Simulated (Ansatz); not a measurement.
Reaction: C3H5Cl (2-chloroprop-1-ene, SMILES C=C(C)Cl) → C3H5 (SMILES C=[C]C, doublet) + Cl (doublet) (the C-Cl bond breaks)
Each species at its own B3LYP-D3(BJ)/def2-TZVP minimum (Ansatz, an electronic-structure program).

Total energies in hartree (Ansatz). Radicals and triplets start from unrestricted determinants; spin-orbit coupling is neglected. Correlated methods leave the cores frozen. No relativity. The UHF reference of C3H5 (C=[C]C, doublet) is spin-contaminated (<S^2> up to 0.16 over the pure value in the sets run).

| species | HF/cc-pV(T+d)Z | CCSD(T)/cc-pV(T+d)Z | HF/cc-pV(Q+d)Z | CCSD(T)/cc-pV(Q+d)Z | CCSD(T)/cc-pV(D+d)Z | CCSDT(Q)/cc-pV(D+d)Z |
|---|---|---|---|---|---|---|
| 1: C3H5Cl (SMILES C=C(C)Cl) | -576.05678 | -576.82322 | -576.06790 | -576.88126 | -576.62673 | -576.62901 |
| 2: C3H5 (SMILES [C](C)=C, doublet) | -116.47640 | -117.00030 | -116.48391 | -117.03389 | -116.88025 | -116.88255 |
| 3: Cl (doublet) | -459.48556 | -459.67356 | -459.48916 | -459.69449 | -459.60403 | -459.60445 |

Question: Work out the bond dissociation energy (electronic) in kcal/mol: take Hartree-Fock from cc-pV(Q+d)Z, extrapolate the CCSD(T) correlation energy as X^-3 (X = 3, 4), and add CCSDT(Q) - CCSD(T) in cc-pV(D+d)Z. 1 hartree = 627.51 kcal/mol.

Answer: 
Species 1: correlation (64·(-0.81336) - 27·(-0.76644))/37 = -0.84760; step -0.00228; E1 = -576.06790 + (-0.84760) + (-0.00228) = -576.91778
Species 2: correlation (64·(-0.54998) - 27·(-0.52390))/37 = -0.56901; step -0.00230; E2 = -116.48391 + (-0.56901) + (-0.00230) = -117.05522
Species 3: correlation (64·(-0.20533) - 27·(-0.18800))/37 = -0.21798; step -0.00042; E3 = -459.48916 + (-0.21798) + (-0.00042) = -459.70756
-1·E1 +1·E2 +1·E3 = 0.15500 hartree = 97.3 kcal/mol.
